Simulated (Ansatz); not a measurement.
The input, for Ansatz 0.2.0:

```yaml
crystal:
  periodic: [false, false, false]
  atoms:
    - {symbol: Ge, position_ang: [0.064570, -0.231584, 1.975339]}
    - {symbol: Si, position_ang: [-0.100306, -0.474824, -0.237386]}
    - {symbol: Si, position_ang: [-0.023684, -0.188703, -2.462532]}
    - {symbol: H, position_ang: [0.059420, 0.895111, 0.724580]}
basis:
  gaussian: {orbitals: cc-pVDZ}
magnetization: {spin_polarized: false, initial_magnetization: 1}
correlation: {method: ccsdt_q, electrons: outside_noble_gas}
```

```sh
$ ansatz run in.yaml --threads 1 --pin off --events-out ev --progress --plain --max-ram 2393MiB
```

Task: Roughly how long does this take on 1 thread of Arm Neoverse V2, shared host, and how much host memory?

Result: 3.7 min wall and 1 GiB.

```
1333 factors; integrals over basis functions are off by at most 2.1e-7 eV
mean field evaluation 1: about -72208.4546 eV, gradient 9.7e0 eV
mean field evaluation 2: about -72208.4605 eV, gradient 9.7e0 eV
mean field evaluation 4: about -72209.4257 eV, gradient 2.0e0 eV
mean field evaluation 8: about -72209.4876 eV, gradient 2.5e-3 eV
mean field evaluation 16: about -72209.4797 eV, gradient 2.9e-1 eV
mean field evaluation 32: about -72208.8707 eV, gradient 2.1e-2 eV
mean field evaluation 64: about -72208.1138 eV, gradient 6.7e-3 eV
mean field evaluation 96: about -72205.1184 eV, gradient 5.5e0 eV
mean field evaluation 128: about -72206.5509 eV, gradient 2.8e-3 eV
mean field evaluation 160: about -72205.1335 eV, gradient 1.4e1 eV
...
mean field -72209.48759693 eV, -2653.6497238386 hartree, gradient 6.0e-6 eV, S^2 0.750000; 12 other end points of the search recorded, 0 dependent functions left out
...
determinant -72209.48759693 eV, -2653.6497238386 hartree, with singles and doubles -72217.27114238 eV, -2653.9357638580 hartree
determinant -72208.87070075 eV, -2653.6270533222 hartree, with singles and doubles -72216.71339763 eV, -2653.9152671164 hartree
determinant -72208.83066337 eV, -2653.6255819754 hartree, with singles and doubles -72216.80335923 eV, -2653.9185731443 hartree
determinant -72208.79872517 eV, -2653.6244082682 hartree, with singles and doubles -72216.72436291 eV, -2653.9156700829 hartree
determinant -72208.11379149 eV, -2653.5992374196 hartree, with singles and doubles -72215.76339948 eV, -2653.8803553285 hartree
determinant -72207.05402960 eV, -2653.5602918885 hartree, with singles and doubles -72215.36264352 eV, -2653.8656278184 hartree
determinant -72206.55087900 eV, -2653.5418014451 hartree, with singles and doubles -72214.80199049 eV, -2653.8450241996 hartree
determinant -72209.48759693 eV, -2653.6497238386 hartree, with singles and doubles -72217.27297903 eV, -2653.9358313535 hartree
determinant -72208.83066337 eV, -2653.6255819754 hartree, with singles and doubles -72216.72727121 eV, -2653.9157769612 hartree
determinant -72208.79872517 eV, -2653.6244082682 hartree, with singles and doubles -72216.72522648 eV, -2653.9157018185 hartree
...
determinant -72209.39059579 eV, -2653.6461591126 hartree, with singles and doubles -72217.26125380 eV, -2653.9354004592 hartree
determinant -72209.39059579 eV, -2653.6461591126 hartree, with singles and doubles -72217.26297564 eV, -2653.9354637357 hartree
unrestricted determinant -72209.86918568 eV, -2653.6637469663 hartree, S^2 1.4087
24 core orbitals not correlated: weight in the atoms' cores, before any rotation towards them, 1.000 or more for the frozen orbitals, at most 0.000 for the correlated occupied ones
reference -72209.48759693 eV, -2653.6497238386 hartree; 7, 6 occupied and 37, 38 virtual orbitals, 1333 factors
second order -6.68024153 eV of doubles, -0.05559923 eV of singles
...
cycle  24  -8.34088081 eV  change   -9.6e-7 eV  update   9.1e-6
cycle  25  -8.34087902 eV  change    1.8e-6 eV  update   7.3e-6
cycle  26  -8.34087353 eV  change    5.5e-6 eV  update   5.5e-6
cycle  27  -8.34087585 eV  change   -2.3e-6 eV  update   3.9e-6
cycle  28  -8.34087511 eV  change    7.4e-7 eV  update   2.9e-6
cycle  29  -8.34087496 eV  change    1.4e-7 eV  update   2.0e-6
cycle  30  -8.34087615 eV  change   -1.2e-6 eV  update   1.4e-6
cycle  31  -8.34087615 eV  change    4.8e-9 eV  update   9.4e-7
cycle  32  -8.34087696 eV  change   -8.2e-7 eV  update   7.5e-7
cycle  33  -8.34087748 eV  change   -5.2e-7 eV  update   5.8e-7
perturbative correction -0.05892748 eV, -0.0021655451 hartree
Total energy: -72217.88740190 eV, -2653.9584109775 hartree
```
